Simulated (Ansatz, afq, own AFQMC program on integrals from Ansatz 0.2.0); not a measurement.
AFQMC on a folder of integrals that Ansatz 0.2.0 wrote.

```yaml
crystal:
  periodic: [false, false, false]
  atoms:
    - {symbol: Ge, position_ang: [-1.718839, 0.000000, 0.000000]}
    - {symbol: H, position_ang: [-2.230289, 1.446599, 0.000000]}
    - {symbol: H, position_ang: [-2.230289, -0.723300, 1.252792]}
    - {symbol: H, position_ang: [-2.230289, -0.723299, -1.252791]}
    - {symbol: H, position_ang: [0.029161, 0.000000, 0.000000]}
    - {symbol: Ge, position_ang: [1.720161, 0.000000, 0.000000]}
    - {symbol: H, position_ang: [2.188829, -1.465915, 0.000000]}
    - {symbol: H, position_ang: [2.188829, 0.732958, -1.269519]}
    - {symbol: H, position_ang: [2.188829, 0.732957, 1.269519]}
basis:
  gaussian: {orbitals: cc-pVDZ}
magnetization: {spin_polarized: true, initial_magnetization: 1}
correlation: {method: ccsd_t, electrons: outside_noble_gas, hamiltonian_folder: ham}
```

```sh
$ ansatz run in.yaml --threads 1 --pin off --events-out ev --progress --plain --max-ram 16896MiB --backend cuda --devices 0, --max-vram 18GiB
```

afq runs on the folder ham with

```
--method phaseless --trial cisd --walkers 4000 --populations 20 --least-time 60 --time-step 0.005 --steps-per-block 50 --equilibration-blocks 28 --max-blocks 4000 --target-error 0.00023 --factor-cut 1e-05 --start spin_pure --seed 2523 --release-times 0.24,0.51,0.99,1.5 --release-step 0.03 --release-every 4 --taylor-order 6
```

Times are imaginary, in 1/Eh. The walk had a cap of 167 s. With eight or more populations the least sampling time is a fifth of least-time, and the error comes from their spread. Filled inner d shells are frozen with the cores.

Log:

```
orbitals 61  electrons 8 7  factors 511 of 952
reference energy -4154.64301378 Eh
CCSD correlation -0.27087424 Eh in 10 cycles, weight of the determinant in the CISD state 0.8559
energy of the start -4154.913088 Eh
 block  time / (1/Eh)  mean weight  energy / Eh
     1     0.250  0.9998  -4154.907268
     2     0.500  1.0000  -4154.908519
     3     0.750  1.0000  -4154.911043
     4     1.000  1.0002  -4154.913278
     5     1.250  1.0001  -4154.915167
    10     2.500  0.9996  -4154.919239
    15     3.750  1.0000  -4154.920055
    20     5.000  0.9998  -4154.920385
    25     6.250  1.0000  -4154.920582
    30     7.500  0.9998  -4154.920758
    35     8.750  1.0001  -4154.921068
    40    10.000  0.9999  -4154.921155
    42    10.500  1.0004  -4154.921692
    45    11.250  0.9999  -4154.920974
    50    12.500  1.0001  -4154.920987
    55    13.750  1.0000  -4154.920482
    58    14.500  1.0002  -4154.921126
error from the spread of 20 populations
released: time / (1/Eh)  energy / Eh  error  mean overlap
  0.24  -4154.920928  0.000079  1.0027
  0.51  -4154.921018  0.000092  0.9999
  0.99  -4154.921220  0.000145  0.9983
  1.50  -4154.921028  0.000124  1.0049
energy -4154.920917 +/- 0.000127 Eh
(rows thinned)
```

The time cap ended the run before it passed its tests.

Against this walk (error 3.4 meV) on the same determinant: CCSD(T) 33.7 meV higher. The error is statistical and leaves out the bias of the constraint. None of these is a sure reference here. Released to 1.50 1/Eh the energy moves by -3 ± 5 meV (both errors), within twice the noise.

Cautions: constraint bias not in the error; error not settled; no relativity below Rb; no spin-orbit coupling; inner d shell frozen; the sampling time fell short of the least asked.

The walk took 2.8 min on 1 × NVIDIA H100 80GB HBM3 with 2 threads of AMD EPYC 7R13 Processor (Zen 3) (shared host) (the card was shared). The log's last line is the phaseless energy.

A walk keeps the symmetry of its determinant, which the program's search chose and which needn't be the lowest solution, so a lower state of the same spin and another symmetry isn't excluded.
